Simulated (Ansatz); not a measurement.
Two shapes of singlet C3H5(+).

Shape 1:

```xyz
8

C    -0.0096   -0.0021   -0.4907
C    -0.0056    1.1980    0.2120
C     0.0076   -1.1938    0.2163
H    -0.0091   -0.0029   -1.5843
H     0.0090    2.1624   -0.3000
H     0.0000    1.2078    1.3177
H    -0.0031   -2.1513   -0.2979
H    -0.0041   -1.2040    1.2995
```

Shape 2:

```xyz
8

C     0.0243    0.0234   -0.4393
C     0.0209    1.1658    0.1805
C     0.0266   -1.1753    0.1728
H    -0.0405    0.0158   -1.6144
H    -0.0037    2.1864   -0.3392
H     0.0332    1.1908    1.3122
H    -0.0697   -2.1527   -0.2974
H     0.0688   -1.2385    1.2753
```

Basis set: STO-3G (spherical functions). Correlated methods keep 3 orbitals frozen. Charge 1, multiplicity 1.

Computed with Ansatz (development build ahead of 0.2.0); each method stands on the lowest determinant of its kind that the runs found.

Problem. Which shape is lower in energy, and by how much in each method?

Solution.

| method | E(2) − E(1) (eV) |
| --- | --- |
| RHF | 0.610 |
| RHF-MP2 | 0.689 |

Shape 1 is lower.
